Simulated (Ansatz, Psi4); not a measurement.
**A small benchmark: atomisation enthalpy at 298 K**

6 molecules of light elements (H to F); the atomisation enthalpy at 298 K in kJ/mol, computed less measured. Shapes, held fixed at every level: PBE0-D4/def2-TZVP. Flexible molecules stand in one conformer, not always the lowest. Thermal terms are harmonic and unscaled (PBE0-D4/def2-TZVP); the spin-orbit lowering of the free atoms is taken from their spectra. Programs: Ansatz 0.2.0, Psi4 1.11. Measured values: Active Thermochemical Tables, CRC Handbook of Chemistry and Physics.

Levels: A = BHLYP-D4/def2-TZVPP; B = CCSD/def2-TZVPP; C = CCSD(T)/CBS estimate.

```json
{"molecule": "CO (carbon monoxide)", "from tabulated heats": "1077", "A": "-88", "B": "-65", "C": "-5"}
{"molecule": "H2O (water)", "from tabulated heats": "927", "A": "-59", "B": "-41", "C": "+4"}
{"molecule": "C2H2 (acetylene)", "from tabulated heats": "1641", "A": "-71", "B": "-83", "C": "-9"}
{"molecule": "CH4O (methanol)", "from tabulated heats": "2039", "A": "-75", "B": "-78", "C": "+2"}
{"molecule": "C2H6 (SMILES CC)", "from tabulated heats": "2826", "A": "-47", "B": "-82", "C": "-2"}
{"molecule": "C2H7N (ethanamine)", "from tabulated heats": "3480", "A": "-81", "B": "-131", "C": "0"}
```

**Question.** Sum up the errors.

**Answer.** 
| level | kind | mean error | mean absolute error | worst case |
| --- | --- | --- | --- | --- |
| BHLYP-D4/def2-TZVPP | global hybrid | -70.2 | 70.2 | CO |
| CCSD/def2-TZVPP | coupled cluster or CI | -80.0 | 80.0 | C2H7N |
| CCSD(T)/CBS estimate | coupled cluster or CI | -1.7 | 3.7 | C2H2 |

On this set CCSD(T)/CBS estimate has the smallest mean absolute error and CCSD/def2-TZVPP the largest. BHLYP-D4/def2-TZVPP is too low in 6 of 6; CCSD/def2-TZVPP is too low in 6 of 6. For CCSD/def2-TZVPP the error grows with the size of the molecule. Correlated wave functions converge slowly with the basis. CCSD also lacks the triples, which bind further. The CBS estimate extrapolates MP2 from def2-TZVPP and def2-QZVPP and adds CCSD(T) − MP2 in the triple-zeta set, cores frozen. The set is small.
